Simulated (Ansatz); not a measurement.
Property card for Al2Ni3

Method: DFT PBEsol, scalar-relativistic, plane waves, PAW in Ansatz.

Settings: cutoff 420 eV, Γ-centred mesh 12×12×4 on the computed 10-atom cell, Gaussian smearing of 0.10 eV; collinear spin from starting moments 0 0 0 0 0 0 0 0 0 0.18 μB.

The structure is relaxed at this level of theory with its symmetry kept. Whether it is the stable form of this composition wasn't checked.

```
Al Ni
1.0
     2.86623    0.00000    0.00000
     0.00000    2.86623    0.00000
     0.00000    0.00000   13.92643
Al Ni
4 6
Cartesian
  1.4331 1.4331 2.6480
  1.4331 1.4331 5.5323
  1.4331 1.4331 8.3941
  1.4331 1.4331 11.2784
  0.0000 0.0000 12.5984
  0.0000 0.0000 1.3280
  0.0000 0.0000 4.1029
  0.0000 0.0000 6.9632
  0.0000 0.0000 9.8235
  1.4331 1.4331 0.0000
```

Formation energy from the elements' standard states (uncorrected)?

-0.530 eV/atom.

Density of states at the Fermi level?

5.62 states/eV per cell.

Löwdin character within 0.5 eV of the Fermi level?

Ni 3d 77 %, Al 3p 14 %.

Bulk modulus?

181 GPa.

Its pressure derivative?

4.4.

Bader charges (e)?

Al (2 in the cell) 1.81, Al (2 in the cell) 1.74, Ni (2 in the cell) -0.94, Ni (2 in the cell) -1.67, Ni (1 in the cell) -1.74, Ni (1 in the cell) -0.16.

Total moment?

0.17 μB per cell.

Site moments (μB; atoms counted from 1 over the whole cell)?

Ni (atom 10) 0.16.

Only this magnetic start was tried.